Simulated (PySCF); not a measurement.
**Mayer bond orders and bond lengths**

2-methylbutanenitrile, C₅H₉N.
SMILES with atom numbers: `[CH3:1][CH2:2][C@@H:3]([CH3:4])[C:5]#[N:6]` (hydrogens: H7, H8, H9 on C1; H10, H11 on C2; H12 on C3; H13, H14, H15 on C4)

Structure used (PBE0-D3(BJ)/def2-SVP), in Å, numbered top down from 1:
```xyz
15
C5H9N angstrom
C      1.8653    0.6080    0.3259
C      0.5630   -0.0839    0.6879
C     -0.4249   -0.2140   -0.4806
C     -1.6877   -0.9864   -0.0968
C     -0.7739    1.1063   -1.0118
N     -1.0562    2.1583   -1.4039
H      1.6879    1.6357   -0.0270
H      2.3982    0.0675   -0.4726
H      2.5360    0.6644    1.1957
H      0.0617    0.4524    1.5113
H      0.7625   -1.1031    1.0587
H      0.0834   -0.7497   -1.3030
H     -2.3722   -1.0884   -0.9506
H     -2.2261   -0.4736    0.7141
H     -1.4170   -1.9935    0.2527
```

Bond orders from the PBE0/pcSseg-1 density (PySCF). Geometry: PBE0-D3(BJ)/def2-SVP, one conformer, isolated molecule.

Question: How far do the computed orders between heavy atoms stray from the drawn ones?

Answer: The largest departure is 0.061, at C1–C2 (drawn single, 1.061).

Question: Give the Mayer order of every bond, beside its length.

Answer: 
```
  bond  drawn as  length (Å)  Mayer order
 C1–C2    single       1.518        1.061
 C2–C3    single       1.536        0.990
 C3–C4    single       1.529        1.032
 C3–C5    single       1.465        0.957
 C5–N6    triple       1.158        3.049
 C1–H7    single       1.101        0.956
 C1–H8    single       1.102        0.963
 C1–H9    single       1.100        0.964
C2–H10    single       1.103        0.945
C2–H11    single       1.103        0.948
C3–H12    single       1.105        0.915
C4–H13    single       1.099        0.960
C4–H14    single       1.100        0.960
C4–H15    single       1.100        0.960
```

Bonds between the same two heavy elements. C–C: lowest C3–C5 (0.957, 1.465 Å), highest C1–C2 (1.061, 1.518 Å); in 3 of the 6 pairs the longer bond (by over 0.003 Å) has the higher order (by 0.02 or more).

Question: Sum the orders of all bonds at each heavy atom with more than one neighbour and set the sums beside the valence in the SMILES.

Answer: C1 3.944 (drawn 4), C2 3.944 (drawn 4), C3 3.894 (drawn 4), C4 3.912 (drawn 4), C5 4.006 (drawn 4). Orders between atoms that aren't bonded are not in these sums.

The Mayer order sums products of elements of PS (density times overlap matrix) between the two atoms' basis functions, so it depends on the basis set.

The run behind these numbers computed NMR shieldings as well. The run took 13 s on one thread of an Arm Neoverse V2, no GPU, shared host.
